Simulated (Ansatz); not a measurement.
## 1T (CdI2-type) PtS2

All values below come from r²SCAN-D4 (Ansatz, an electronic-structure program, plane waves, PAW).

Run with plane-wave cutoff 560 eV, 12×12×8 k mesh (along the axes of the cell as run), Fermi–Dirac smearing 0.01 eV, scalar-relativistic PAW data made under PBE.

Cell: relaxed at this level.

For 1T (CdI2-type) PtS2, the volume per atom is 18.93 Å³/atom, the bulk modulus B0 comes out as 21.8 GPa and the lattice constant a comes out as 3.551 Å. The c axis length is 5.200 Å and the band gap is 1.00 eV. The smallest direct gap on the k points sampled is 1.13 eV and the direct gap at Γ is 2.46 eV.

Measured, for comparison: band gap 0.7 eV (temperature not stated, no zero-point or thermal correction, bulk, cited; as tabulated in Two-dimensional noble-metal chalcogenides and phosphochalcogenides, Angew. …); lattice constant a 3.542 Å (temperature not stated, no zero-point or thermal correction; as tabulated in Björkman (2014), arXiv:1406.2436); lattice parameter c 5.036 Å (temperature not stated, zero-point anharmonic expansion removed (computed with revB86b-DF2); no thermal correction; as tabulated in Björkman (2014), arXiv:1406.2436). Computed (rounded) less measured: lattice constant a +0.3 %, lattice parameter c +3.3 %.

Note: the bulk modulus comes from volumes at which shape and atoms were relaxed.

Spin–orbit coupling is not included.
